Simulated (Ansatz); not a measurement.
Reaction (substitution at a C–O bond): `OC1=CCC1` + HCl → `ClC1=CCC1` + H₂O

Program: Ansatz. Geometries: PBE0-D4/def2-TZVP. ΔE: electronic, gas phase. CCSD(T)/CBS is the MP2 limit (def2-TZVPP, def2-QZVPP) plus CCSD(T) − MP2 in def2-TZVPP, frozen cores. This one scheme is used for every species. DFT in def2-TZVPP. B3LYP here is the variant with VWN-RPA as its local correlation; programs differ in this. One conformer a species, not always the lowest.

```json
{"level": "PBE-D4", "ΔE (kJ/mol)": "-5.0"}
{"level": "revPBE-D4", "ΔE (kJ/mol)": "-7.3"}
{"level": "PBE0-D4", "ΔE (kJ/mol)": "-3.5"}
{"level": "revPBE", "ΔE (kJ/mol)": "-4.7"}
{"level": "B3LYP", "ΔE (kJ/mol)": "-1.0"}
{"level": "RPA@PBE/def2-TZVPP", "ΔE (kJ/mol)": "-3.1"}
{"level": "MP2/def2-SVP", "ΔE (kJ/mol)": "6.6"}
{"level": "MP2/def2-QZVPP", "ΔE (kJ/mol)": "-16.9"}
```

What does CCSD(T)/CBS give? (An estimate is asked.)

Ansatz gave: -11.2 kJ/mol. The listed levels differ from it by 6.2, 3.9, 7.7, 6.5, 10.2, 8.1, 17.8, -5.7 kJ/mol.

What do rigid-rotor, harmonic-oscillator terms from PBE0-D4/def2-TZVP frequencies (298.15 K, 1 bar) make of the CCSD(T)/CBS value? (An estimate is asked.)

The calculation gave: ΔZPE = +2.4 kJ/mol, ΔH = -8.0 kJ/mol, ΔS = 7 J/(mol·K), ΔG = -10.2 kJ/mol.

Largest T1 diagnostic among the species: 0.011.

In def2-TZVPP, CCSD(T) changes the Hartree–Fock value by −11.1 kJ/mol (the triples alone add −2.3 kJ/mol) and MP2 by −19.0 kJ/mol. At CCSD(T), def2-SVP lies +23.3 kJ/mol from the extrapolated value and def2-TZVPP +5.5 kJ/mol.

CCSD(T)/CBS has its own doubt, a few kJ/mol and more with outer-core shells, so smaller differences from it don't rank the levels.
